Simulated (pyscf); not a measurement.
# Routes from methanol (H₃C–OH) + silanol (HO–SiH₃)

Candidate steps break at most two bonds and form at most two. Each was searched with GFN2-xTB (tblite) first. Structures and frequencies: ωB97X-D3(BJ)/def2-SVP in PySCF. Energies: ωB97M-D3(BJ)/def2-TZVP, kcal/mol, from the separated reactants, singlet surface; ΔG‡ with ideal gas, 1 atm, RRHO with modes under 100 cm⁻¹ raised to 100, one conformer, R ln 2 for chiral ones without a mode under 150 cm⁻¹.

```tsv
products	type	ΔE‡	ΔE	ΔG‡ 298 K	ΔG‡ 900 K	ν‡ (cm⁻¹)
H₃C–O–SiH₃ + H₂O	four-centre exchange (H–O, O–Si broken, O–Si, H–O formed)	21.7	-0.3	32.6	56.4	867i
H₃C–O–SiH₃ + H₂O	four-centre exchange (C–O, H–O broken, C–O, H–O formed)	70.7	-0.3	80.7	102.5	746i
```

Row 1: On the reactant side the descent ends in a complex, 5.2 kcal/mol under the separated species and 26.8 kcal/mol under the saddle at ωB97X-D3(BJ)/def2-TZVP. On the product side the descent ends in a complex, 4.7 kcal/mol under the separated species and 27.1 kcal/mol under the saddle at ωB97X-D3(BJ)/def2-TZVP. Row 2: On the reactant side the descent ends in a complex (not fully relaxed), 7.4 kcal/mol under the separated species and 80.2 kcal/mol under the saddle at ωB97X-D3(BJ)/def2-TZVP. On the product side the descent ends in a complex (not fully relaxed), 5.2 kcal/mol under the separated species and 78.7 kcal/mol under the saddle at ωB97X-D3(BJ)/def2-TZVP. 

Plain bond fissions and candidates not yet searched are not listed, and one of them may be faster. Each barrier is that of the saddle found; lower ones may exist.
